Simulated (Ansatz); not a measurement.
What a trial cell of HOs relaxes into

All numbers below come from DFT PBE, scalar-relativistic, plane waves, PAW (Ansatz 0.2.0). Cutoff 420 eV, Γ-centred k mesh, Gaussian smearing, no spin polarisation in the final step.

The start puts HOs on the wurtzite structure type (P6_3mc, No. 186), with H in place of Zn, Os in place of O, at a guessed volume.

```
H Os
1.0
     3.13264    0.00000    0.00000
    -1.56632    2.71295    0.00000
     0.00000    0.00000    5.01682
H Os
2 2
Direct
  0.33333 0.66667 0.00000
  0.66667 0.33333 0.50000
  0.33333 0.66667 0.38210
  0.66667 0.33333 0.88210
```

Steps on the 6×6×4 mesh (4 atoms). 5 of 6 steps are shown, and the free energy counts from the last. Trial steps that were taken back and renewals of the plane-wave basis can be among the rows.

| step | ΔF (meV/atom) | V (Å³/atom) | P (GPa) | largest force component (eV/Å) |
| --- | --- | --- | --- | --- |
| 1 | 219.5 | 10.66 | -33.14 | 0.014 |
| 2 | 9.5 | 9.22 | -9.54 | 0.051 |
| 3 | 0.4 | 8.74 | 4.63 | 0.059 |
| 4 | -1.6 | 8.88 | -0.07 | 0.022 |
| 6 | 0.0 | 8.88 | -0.03 | 0.000 |

Steps on the 18×18×10 mesh (4 atoms). 5 of 6 steps are shown, and the free energy counts from the last.

| step | ΔF (meV/atom) | V (Å³/atom) | P (GPa) | largest force component (eV/Å) |
| --- | --- | --- | --- | --- |
| 1 | 3.6 | 8.88 | 0.24 | 0.093 |
| 2 | 1.2 | 8.90 | -0.55 | 0.119 |
| 3 | 0.4 | 8.84 | 1.50 | 0.046 |
| 4 | 0.1 | 8.92 | -0.89 | 0.013 |
| 6 | 0.0 | 8.89 | 0.00 | 0.001 |

A final relaxation ran on a 18×18×10 mesh. The relaxed crystal, P6_3mc (No. 186):

```
H Os
1.0
     2.92180    0.00000    0.00000
    -1.46090    2.53036    0.00000
     0.00000    0.00000    4.80825
H Os
2 2
Direct
  0.33333 0.66667 0.00548
  0.66667 0.33333 0.50548
  0.33333 0.66667 0.37662
  0.66667 0.33333 0.87662
```

For HOs, the volume per atom is 8.89 Å³, the density is 17.87 g/cm³ and the energy over the elements is 0.64 eV/atom. The gap on the 18×18×10 mesh is 0 eV (a metal).

Formation energies are uncorrected and refer to the elements' standard structures at the same level (H₂ as a molecule).

The final run used a 18×18×10 mesh on its 4-atom cell and 0.10 eV smearing. The k mesh leaves about 4 meV/atom of noise in metals. Spin–orbit coupling is left out.

Symmetry constrained the relaxation, so the result can be a saddle point.

Cost: 3 runs of about 1.5 core-minutes in all, on Arm Neoverse V2 (shared hosts).